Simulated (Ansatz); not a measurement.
# LiSiH3: single points off equilibrium

The task here is to estimate one member of a computed series from the others.

Computed with Ansatz 0.2.0, Gaussian basis. Level: single points in def2-TZVPP.

Correlated methods freeze the cores. The outer core shell of Li, Na, Mg and K is correlated.

## The system as given

SMILES `[Li][SiH3]`, 5 atoms, charge 0, spin multiplicity 1.

Atoms are counted from 1 here; the program's logs count them from 0.

Bond lengths: Li1–Si2 2.381 Å, Si2–H3 1.260 Å, Si2–H4 1.677 Å, Si2–H5 1.628 Å. Angles: Li1–Si2–H3 128.0°, Li1–Si2–H4 113.1°, Li1–Si2–H5 120.8°, H3–Si2–H4 97.2°, H3–Si2–H5 100.7°, H4–Si2–H5 87.8°.

As a file:

| atom | x (Å) | y (Å) | z (Å) |
| --- | --- | --- | --- |
| Li1 | -2.1796 | 0.7389 | 0.5272 |
| Si2 | 0.0158 | 0.0943 | -0.1320 |
| H3 | 0.5052 | 0.0826 | -1.2930 |
| H4 | 0.3822 | -1.4927 | 0.2661 |
| H5 | 1.3155 | 0.5458 | 0.7390 |

Set-up of the first run:

The input, run/in.yaml:

```yaml
crystal:
  periodic: [false, false, false]
  atoms:
    - {symbol: Li, position_ang: [-2.179600, 0.738900, 0.527200]}
    - {symbol: Si, position_ang: [0.015800, 0.094300, -0.132000]}
    - {symbol: H, position_ang: [0.505200, 0.082600, -1.293000]}
    - {symbol: H, position_ang: [0.382200, -1.492700, 0.266100]}
    - {symbol: H, position_ang: [1.315500, 0.545800, 0.739000]}
basis:
  gaussian: {orbitals: def2-TZVPP}
correlation: {method: ccsd_t}
output: {forces: true}
```

The command line of these runs was not kept.

Steps of the session up to this table: CCSD(T)/def2-TZVPP; PBE0-D4/def2-TZVPP; wB97M-V/def2-TZVPP; r2SCAN-D4/def2-TZVPP; PBE-D4/def2-TZVPP; r2SCAN0-D4/def2-TZVPP; CAM-B3LYP-D4/def2-TZVPP.

One table of the session follows, with a row left open; its other results are not shown here.

```
      method  RMS force component (eV/Å)  angle to CCSD(T) forces (°)  dipole (D)
     CCSD(T)                       2.760                    reference        7.89
     PBE0-D4                           ?                            ?           ?
     wB97M-V                       2.730                          1.0        7.75
   r2SCAN-D4                       2.742                          1.1        7.68
      PBE-D4                       2.745                          3.3        7.38
  r2SCAN0-D4                       2.754                          0.7        7.79
CAM-B3LYP-D4                       2.724                          1.0        7.75
```

Estimate the missing values for PBE0-D4.

**Answer.** RMS force component (eV/Å): 2.760; angle to CCSD(T) forces (°): 1.0; dipole (D): 7.62.
